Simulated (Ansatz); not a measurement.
The input, for Ansatz 0.2.0:

```yaml
crystal:
  periodic: [false, false, false]
  atoms:
    - {symbol: Ge, position_ang: [0.000000, 0.000000, 0.000000]}
    - {symbol: P, position_ang: [0.000000, 0.000000, 2.303500]}
basis:
  gaussian: {orbitals: 6-31G}
total_charge: 1
magnetization: {spin_polarized: false, initial_magnetization: 2}
correlation: {method: fic_mrcisd_q_relaxed, electrons: valence, active_space: {window: {electrons: 8, orbitals: 5}}}
```

```sh
$ ansatz run in.yaml --threads 1 --pin off --events-out ev --progress --plain --max-ram 2393MiB
```

The program prints:

```
390 factors; integrals over basis functions are off by at most 4.0e-4 eV
mean field evaluation 1: about -65723.8013 eV, gradient 1.5e1 eV
mean field evaluation 2: about -65723.8054 eV, gradient 1.5e1 eV
mean field evaluation 4: about -65725.5964 eV, gradient 1.6e0 eV
mean field evaluation 8: about -65725.7393 eV, gradient 1.9e-1 eV
mean field evaluation 16: about -65725.8166 eV, gradient 5.5e-1 eV
mean field evaluation 32: about -65725.7413 eV, gradient 1.0e-5 eV
mean field evaluation 64: about -65726.6561 eV, gradient 4.3e-1 eV
mean field evaluation 96: about -65725.7413 eV, gradient 1.6e-6 eV
mean field -65726.65652021 eV, -2415.4100759897 hartree, gradient 1.2e-6 eV, S^2 2.000000; 8 other end points of the search recorded, 0 dependent functions left out
reference -65726.65652021 eV, -2415.4100759897 hartree; 24, 22 occupied and 18, 20 virtual orbitals, 390 factors
state -65726.65652021 eV, -2415.4100759897 hartree
contracted CI cycle   1: correlation 0.00000000 eV, 0.0000000000 hartree, residual 3.43e1 eV
contracted CI cycle   2: correlation -5.39888946 eV, -0.1984055283 hartree, residual 4.69e0 eV
contracted CI cycle   3: correlation -5.66164677 eV, -0.2080616811 hartree, residual 1.32e0 eV
contracted CI cycle   4: correlation -5.68277592 eV, -0.2088381632 hartree, residual 3.98e-1 eV
contracted CI cycle   5: correlation -5.68482907 eV, -0.2089136152 hartree, residual 1.01e-1 eV
contracted CI cycle   6: correlation -5.68496762 eV, -0.2089187065 hartree, residual 3.87e-2 eV
contracted CI cycle   7: correlation -5.68498627 eV, -0.2089193921 hartree, residual 1.23e-2 eV
contracted CI cycle   8: correlation -5.68498860 eV, -0.2089194778 hartree, residual 4.37e-3 eV
contracted CI cycle   9: correlation -5.68498882 eV, -0.2089194858 hartree, residual 1.34e-3 eV
state -65726.65652021 eV, -2415.4100759897 hartree; corrected -65732.78340462 eV, -2415.6352348389 hartree
Total energy: -65732.78340462 eV, -2415.6352348389 hartree
```

The active space holds one configuration alone, so it describes no static correlation.

Natural occupations: 2.0000 2.0000 2.0000 1.0000 1.0000.

Ran on 1 thread of Intel Xeon, shared host: 2.7 s wall, 0.17 GiB peak host memory.
